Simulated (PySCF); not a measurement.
Molecular orbitals of NO

PBE at R = 1.143 Å; basis N cc-pVTZ, O cc-pVTZ; no relativity; PySCF 2.14. State: ²Π (doublet), unpaired electrons π ↑. Only the outer orbitals are listed, counted within each symmetry.

| spin | orbital | occ. | ε (eV) | on N (%) | main shells (%) |
| --- | --- | --- | --- | --- | --- |
| α | 3σ | 1 | -31.47 | 37 | 53 O s, 25 N s, 11 N p |
| α | 4σ | 1 | -16.70 | 38 | 35 N s, 33 O s, 28 O p |
| α | 1π | 1 | -12.83 | 39 | 60 O p, 38 N p |
| α | 1π | 1 | -12.79 | 38 | 62 O p, 36 N p |
| α | 5σ | 1 | -11.56 | 72 | 36 N s, 36 N p, 27 O p |
| α | 2π | 1 | -4.22 | 63 | 62 N p, 37 O p |
| α | 2π | 0 | -3.94 | 64 | 64 N p, 36 O p |
| β | 3σ | 1 | -31.02 | 36 | 53 O s, 24 N s, 12 N p |
| β | 4σ | 1 | -15.95 | 34 | 34 O s, 32 O p, 31 N s |
| β | 1π | 1 | -12.54 | 37 | 63 O p, 35 N p |
| β | 1π | 1 | -11.50 | 35 | 64 O p, 33 N p |
| β | 5σ | 1 | -11.01 | 76 | 40 N s, 36 N p, 23 O p |
| β | 2π | 0 | -3.54 | 65 | 65 N p, 34 O p |
| β | 2π | 0 | -2.31 | 67 | 67 N p, 32 O p |

Q: Which are the highest filled and the lowest empty level, where do they sit, and how wide is the gap?

A: Highest filled α 2π at -4.22 eV (in %: 62 N p, 37 O p); lowest empty α 2π at -3.94 eV (in %: 64 N p, 36 O p); the gap at PBE is 0.28 eV. Both belong to one degenerate shell, split only by its one-sided filling, so this is no excitation gap.

```json
{"bond order (Mayer)": "2.27", "⟨S²⟩": "0.752", "charge on N (Mulliken, basis-dependent)": "-0.03", "charge on N (Löwdin, basis-dependent)": "-0.09", "dipole moment (positive dipole means N(−)O(+))": "0.22 D", "polarisability along the bond": "12.9 bohr³", "polarisability across the bond": "6.6 bohr³"}
```

The state is the lowest determinant that a PBE0 search found; another state may lie lower at other levels.
